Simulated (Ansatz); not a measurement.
# Which is lower?

Two relaxed structures of CH₆NS (charge +1), singlet (PBE0-D4/def2-TZVP; forces vanish, vibrations not checked).

A:

N1  (-0.686, 0.478, -0.518)
C2  (0.386, -0.521, -0.118)
S3  (1.512, 0.162, 1.079)
H4  (-1.281, 0.124, -1.273)
H5  (-0.252, 1.352, -0.826)
H6  (-1.283, 0.707, 0.280)
H7  (0.945, -0.752, -1.024)
H8  (-0.122, -1.418, 0.230)
H9  (0.780, -0.134, 2.168)
(Å)

B:

```xyz
9
angstrom
N -0.5402 0.5638 -0.4707
C 0.4856 -0.4444 -0.1712
S 1.5765 -0.2714 1.0540
H -1.1654 0.1783 -1.1831
H -0.1974 1.4637 -0.8321
H -1.1336 0.7620 0.3388
H 0.8367 -1.0026 -1.0235
H 2.1241 0.9884 1.1668
H 0.8816 -0.1416 2.2131
```

Ansatz 0.2.0; basis: def2-TZVPP; cores frozen in the correlated methods. B3LYP uses VWN-RPA correlation.

Task: Which structure is lower at CCSD(T), and by how much? (To be estimated.)

Result: The calculation gives: A, by 249.0 kJ/mol (electronic energy, against the other). By their contacts, A is CH₆NS ([NH3][CH2][SH]), total charge +1 and B is CH₆NS ([NH3][CH][SH2]), total charge +1.

All methods give the same order:

```tsv
method	E(B) − E(A) (kJ/mol)
PBE-D4	220.7
r2SCAN-D4	229.9
PBE0-D4	230.4
B3LYP-D4	232.8
wB97M-V	239.2
HF	264.1
MP2	246.6
CCSD	251.7
CCSD(T)	249.0
```

T1 diagnostic: at most 0.011.

Labels in which every atom is bracketed show which atoms are joined, not bond orders.

For scale, one of the runs: CCSD(T)/def2-TZVPP, 188 basis functions, launched by `ansatz run in.yaml --threads 2 --pin off --events-out ev --progress --plain --max-ram 4352MiB`. Time: 13 s of wall clock on 2 CPU threads of an AMD EPYC 9B45; the host was shared. Peak host memory: 2 GiB.
